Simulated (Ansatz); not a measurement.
Species: CHO, charge 0, multiplicity 2. It need not be the lowest isomer of its formula. 
Coordinates optimised at B3LYP-D3(BJ)/def2-TZVP (Ansatz, a first-principles code):
```xyz
3

C      0.0497     0.5837    -0.0011
O      0.0741    -0.5878    -0.0009
H     -0.8911     1.2003     0.0145
```
Charge 0, spin multiplicity 2.

Basis-set convergence of Hartree-Fock and MP2 correlation energies (hartree) with Ansatz. Cores are frozen in the correlated levels unless marked. Open shells are spin-unrestricted. No spin-orbit coupling. No relativistic terms.

```
basis    functions       E(HF)  E(corr, MP2)
-------  ---------  ----------  ------------
cc-pVDZ         33  -113.25918      -0.29457
cc-pVTZ         74  -113.29288      -0.36717
cc-pVQZ        140  -113.30180      -0.39401
```

Extrapolating the two largest sets (X = 3 and 4) as X^-3: E(corr) = (64·(-0.39401) - 27·(-0.36717))/37 = -0.4136 Eh, an estimate of the basis-set limit. The largest set recovers 95.3 % of it, the smallest 71.2 %.
